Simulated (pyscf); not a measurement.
**Elimination: HO–Si•(OH)–F -> water (H₂O) + [O=Si–F]•**

Gas phase, doublet surface, charge 0. Bonds broken: O1–Si2, O3–H5. Bonds formed: O1–H5. Structures and frequencies: ωB97X-D3(BJ)/def2-SVP in PySCF. Correlated levels are frozen-core, on RHF or UHF. ΔMP2 is the change of the MP2 total energy from the triple- to the quadruple-zeta basis.

Transition state (Å):

```xyz
6

O      0.4159    -0.5256     0.4884
Si     0.4442     1.2672    -0.1188
O     -1.1257     1.0564    -0.2303
H      0.7799    -1.1986    -0.1080
H     -0.6381    -0.2126     0.2177
F      1.4193     1.1290    -1.4174
```

One imaginary mode, 1148i cm⁻¹; descent along it reached the two sides named, in the forms told below.

```tsv
bond	change	reactant side (Å)	saddle	product side
O1–Si2	breaks	1.661	1.893	2.038
O3–H5	breaks	0.964	1.431	2.427
O1–H5	forms	2.8	1.132	0.975
```

Electronic energies relative to the reactant's lowest minimum found (eV):

| level | barrier | reaction energy | reverse barrier |
|---|---|---|---|
| ωB97X-D3(BJ)/def2-TZVP | 2.19 | +2.83 | -0.64 |
| PBE/def2-TZVP | 1.85 | +2.47 | -0.62 |
| r²SCAN/def2-TZVP | 2.07 | +2.78 | -0.71 |
| B3LYP-D3(BJ)/def2-TZVP | 2.11 | +2.64 | -0.53 |
| PBE0-D3(BJ)/def2-TZVP | 2.10 | +2.81 | -0.71 |
| M06-2X/def2-TZVP | 2.22 | +2.95 | -0.74 |
| ωB97M-D3(BJ)/def2-TZVP | 2.12 | +2.68 | -0.56 |
| HF/def2-TZVP | 2.84 | +3.17 | -0.33 |
| MP2/def2-QZVPP | 2.16 | +2.70 | -0.54 |
| CCSD/def2-TZVPP | 2.33 | +2.78 | -0.45 |
| CCSD(T)/def2-TZVPP | 2.20 | +2.67 | -0.46 |
| CCSD(T)/def2-TZVPP + ΔMP2(QZVPP) | 2.22 | +2.69 | -0.47 |

With CCSD(T)/def2-TZVPP + ΔMP2(QZVPP) energies and thermal terms (ideal gas, 1 atm, RRHO with modes under 100 cm⁻¹ raised to 100, one conformer, R ln 2 for chiral ones without a mode under 150 cm⁻¹), in eV:

| T (K) | ΔH‡ | ΔG‡ | ΔH | ΔG |
|---|---|---|---|---|
| 298 | 2.12 | 2.15 | +2.63 | +2.19 |
| 600 | 2.08 | 2.20 | +2.59 | +1.76 |
| 900 | 2.05 | 2.27 | +2.54 | +1.35 |
| 1200 | 2.03 | 2.35 | +2.49 | +0.96 |

On the product side the descent ends in an adduct with a O–Si contact, 0.88 eV under the separated species and 0.24 eV under the saddle at ωB97X-D3(BJ)/def2-TZVP. At ωB97X-D3(BJ)/def2-TZVP, PBE, r²SCAN, B3LYP-D3(BJ), PBE0-D3(BJ), M06-2X, ωB97M-D3(BJ)/def2-TZVP, HF, MP2, CCSD, CCSD(T), CCSD(T) the saddle lies under the separated products, which points to a path from their complex (located at ωB97X-D3(BJ) alone), and parting the products costs more than the saddle. What is counted as broken (O–Si) persists as a longer contact in the product adduct; parting that adduct is a step of its own. One saddle was located; it need not be the lowest between these sides. The CCSD(T) − MP2 part came from Ansatz, without density fitting, on the same reference.
